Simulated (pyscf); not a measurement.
# Routes from `[NH2][GaH2]` + `[H][H]`

Candidate steps break at most two bonds and form at most two. Each was searched with GFN2-xTB (tblite) first. Single points on ωB97X-D3(BJ)/def2-SVP structures (PySCF, gas phase). Energies: ωB97M-D3(BJ)/def2-TZVP, eV, from the separated reactants, singlet surface; ΔG‡ with ideal gas, 1 atm, RRHO with modes under 100 cm⁻¹ raised to 100, one conformer, R ln 2 for chiral ones without a mode under 150 cm⁻¹.

```csv
products,type,ΔE‡,ΔE,ΔG‡ 298 K,ΔG‡ 900 K,ν‡ (cm⁻¹)
NH₃ + GaH₃,four-centre exchange,1.00,+0.32,1.40,2.18,1367i
H₂N–GaH₂ + H₂,four-centre exchange,1.67,0.00,2.02,2.73,1530i
```

Row 1: On the product side the descent ends in an adduct with a Ga–N contact, 1.08 eV under the separated species and 1.68 eV under the saddle at ωB97X-D3(BJ)/def2-TZVP. 

Plain bond fissions and candidates not yet searched are not listed, and one of them may be faster. Each barrier is that of the saddle found; lower ones may exist. Elements up to Kr have no core potential and no relativistic terms here.
